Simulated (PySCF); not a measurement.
Compound: C4H5F.
SMILES with atom numbers: `[CH3:1][C@@H:2]1[CH:3]=[C:4]1[F:5]` (hydrogens: H6, H7, H8 on C1; H9 on C2; H10 on C3)

Computed by this run: PySCF 2.14.0, PBE0-D3(BJ)/def2-SVP geometry optimisation, gas phase; density fitting, grid level 1; the optimiser is geomeTRIC in internal coordinates, started from a GFN2-xTB structure with every atom displaced at random (about 0.01 Å).

Step 4: E = -6930.8376 eV
```
atom  x, y, z in Å  |  force x, y, z in eV/Å
C1     -1.1407   -0.0479    0.5871   -0.007  -0.018   0.011
C2      0.3172   -0.3112    0.2864    0.070  -0.049   0.029
C3      1.2115    0.7481   -0.3990   -0.140   0.040  -0.064
C4      0.8729   -0.2999   -1.0732    0.003   0.052   0.011
F5      0.9063   -0.9468   -2.2081    0.019  -0.037  -0.015
H6     -1.2494    0.4964    1.5384   -0.014   0.004   0.019
H7     -1.7038   -0.9906    0.6823    0.006   0.009  -0.008
H8     -1.6121    0.5528   -0.2053    0.003   0.021  -0.016
H9      0.8006   -0.9599    1.0394   -0.008   0.008   0.009
H10     1.6554    1.7313   -0.2830    0.069  -0.029   0.024
```

Step 5: E = -6930.8388 eV
```
atom  x, y, z in Å  |  force x, y, z in eV/Å
C1     -1.1415   -0.0488    0.5885   -0.016   0.023  -0.010
C2      0.3164   -0.3101    0.2855    0.063  -0.048   0.028
C3      1.2076    0.7500   -0.4015   -0.109   0.069  -0.053
C4      0.8709   -0.2985   -1.0750   -0.008   0.004   0.003
F5      0.9110   -0.9514   -2.2068    0.016  -0.017   0.000
H6     -1.2512    0.4928    1.5419   -0.005  -0.006   0.007
H7     -1.7055   -0.9910    0.6796    0.004   0.000  -0.009
H8     -1.6114    0.5565   -0.2025    0.007   0.001   0.005
H9      0.8023   -0.9571    1.0384   -0.007   0.004   0.008
H10     1.6591    1.7298   -0.2832    0.056  -0.031   0.021
```

Problem. Estimate the geometry and energy of step 6. (The exact step hangs on the optimiser's Hessian estimate; all steps are aligned on step 5, rigid shifts and turns removed.)

Solution. E = -6930.8414 eV, largest force 0.066 eV/Å
```
atom  x, y, z in Å  |  force x, y, z in eV/Å
C1     -1.1440   -0.0503    0.5921   -0.011   0.057  -0.017
C2      0.3144   -0.3055    0.2836    0.006  -0.009   0.014
C3      1.1927    0.7593   -0.4118   -0.024   0.050  -0.037
C4      0.8619   -0.2942   -1.0801    0.009  -0.063   0.013
F5      0.9264   -0.9686   -2.1987    0.000   0.029   0.017
H6     -1.2569    0.4762    1.5542    0.009  -0.021  -0.007
H7     -1.7100   -0.9925    0.6645   -0.001  -0.014  -0.006
H8     -1.6095    0.5710   -0.1896    0.003  -0.019   0.014
H9      0.8087   -0.9467    1.0362   -0.006   0.001   0.002
H10     1.6743    1.7236   -0.2853    0.015  -0.013   0.006
```

The energy changes by -0.0026 eV. The first-order estimate −F·Δx gives -0.0044 eV and the mean of the old and new forces, exact on a quadratic surface, -0.0026 eV. The step makes an angle of 62° with the force vector and moves no atom by more than 0.024 Å.

What follows is the cost of the whole optimisation. Time: 21 s of wall time; peak memory 0.39 GiB. Hardware: an Arm Neoverse V2 with one thread, shared host with 192 logical CPUs at a one-minute load of 52.
